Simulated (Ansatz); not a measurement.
H2Si–N, doublet in cc-pVTZ: errors against RCCSDT(Q)

Geometry: a PBE0/def2-TZVP stationary point for this spin, not checked as a minimum.

```xyz
4

Si    0.0000    0.0000    0.4837
N     0.0000    0.0000   -1.1538
H     0.0000    1.2516    1.2775
H     0.0000   -1.2516    1.2775
```

Basis cc-pVTZ; Ansatz 0.2.0. Only valence electrons are correlated (noble-gas cores frozen), which leaves 11 electrons in 86 orbitals. Prefix R: restricted or restricted open-shell reference; prefix U: unrestricted. Active spaces: valence = (11e, 10o) chosen from the atoms' valence shells.

Full CI isn't at hand for all of this; RCCSDT(Q) serves as the reference, and is uncertain by about the last step of the cluster series. The frozen core follows each run's orbitals, which can shift R against U totals by a few meV.

Unrestricted rows (U) aren't spin-pure: their determinants' ⟨S²⟩ exceeds S(S+1) by up to 0.46, so they mix in states of higher spin.

```
UHF ⟨S²⟩                          : 1.210
T1 diagnostic (RCCSD)             : 0.0308
largest doubles amplitude (RCCSD) : 0.114
T1 diagnostic (UCCSD)             : 0.0683
```

```csv
level,E − E(RCCSDT(Q)) (kJ/mol),share of correlation (%),wall time
RHF,881.2,0.00,–
UHF,842.7,4.37,–
RMP2,117.4,86.67,–
UMP2,165.6,81.21,–
RCCSD,46.0,94.78,–
UCCSD,45.8,94.80,–
RCCSD(T),6.5,99.26,5.5 s (H100)
UCCSD(T),9.6,98.91,20 s (H100)
BCCD(T),6.8,99.23,7 s (H100)
RCCSDT,2.9,99.67,–
UCCSDT,2.8,99.68,–
UCCSDT(Q),-0.7,100.08,33 s (H100)
CASSCF (valence space),603.7,31.49,–
NEVPT2 (valence space),121.6,86.20,10 s (H100)
MRCISD (valence space),48.5,94.49,–
MRCISD+Q (valence space),6.3,99.29,14 s (H100)
```

The correlation energy at RCCSDT(Q), counted from RHF, is -9.133 eV. That run took 29 s on 2 threads of AMD EPYC 7R13 with a shared H100 80 GB, shared host.

Times hold each run's SCF and search for its determinant on a shared host, so for small cases they say little of a method's own cost.

Natural occupations of CASSCF (valence space) about the gap: 1.993 1.986 1.978 1.964 1.910 0.995 0.093 0.043 0.021 0.017; effectively unpaired electrons, Σ n²(2−n)², 1.08.

Atomization energy (electronic, same basis, no zero-point term; atoms at the same level, unrestricted beside the R rows where the molecule is a closed shell, with restricted open-shell steps beyond CCSDT(Q)) at RCCSDT(Q): 938.8 kJ/mol. Errors of other levels:

```json
{"level": "RHF", "error (kJ/mol)": "-358.0"}
{"level": "UHF", "error (kJ/mol)": "-339.4"}
{"level": "RMP2", "error (kJ/mol)": "-12.3"}
{"level": "UMP2", "error (kJ/mol)": "-61.4"}
{"level": "RCCSD", "error (kJ/mol)": "-30.0"}
{"level": "UCCSD", "error (kJ/mol)": "-30.9"}
{"level": "RCCSD(T)", "error (kJ/mol)": "-3.4"}
{"level": "UCCSD(T)", "error (kJ/mol)": "-7.0"}
{"level": "BCCD(T)", "error (kJ/mol)": "-3.7"}
{"level": "RCCSDT", "error (kJ/mol)": "-2.7"}
{"level": "UCCSDT", "error (kJ/mol)": "-3.0"}
{"level": "UCCSDT(Q)", "error (kJ/mol)": "0.3"}
{"level": "CASSCF (valence space)", "error (kJ/mol)": "-115.3"}
{"level": "NEVPT2 (valence space)", "error (kJ/mol)": "-24.2"}
{"level": "MRCISD (valence space)", "error (kJ/mol)": "-30.2"}
{"level": "MRCISD+Q (valence space)", "error (kJ/mol)": "-9.3"}
```

This basis is far from its limit, so the value isn't to be set against a measured one. Truncated CI isn't size-consistent, which counts against it in atomization.
